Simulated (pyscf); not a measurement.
Thermochemistry of product channels of F–SiH₂–F + silylene (SiH₂) [singlet] on the singlet surface, in eV, from ωB97M-D3(BJ)/def2-TZVP energies (ideal gas, 1 atm, RRHO with modes under 100 cm⁻¹ raised to 100, one conformer, R ln 2 for chiral ones without a mode under 150 cm⁻¹). Single points on ωB97X-D3(BJ)/def2-SVP structures (PySCF, gas phase).

```json
[
 {"products": "F–Si(F)=SiH₂ + hydrogen (H₂)", "ΔE": "+0.15", "ΔH(298 K)": "+0.09", "ΔG(600 K)": "+0.20", "ΔG(900 K)": "+0.21"},
 {"products": "F–SiH: [singlet] + F–SiH₃", "ΔE": "___", "ΔH(298 K)": "-0.12", "ΔG(600 K)": "-0.16", "ΔG(900 K)": "-0.18"}
]
```

Problem. Complete the blanks.

Solution. 
- F–SiH: [singlet] + F–SiH₃, ΔE: -0.14

These are energies of the channels, which say nothing of barriers.
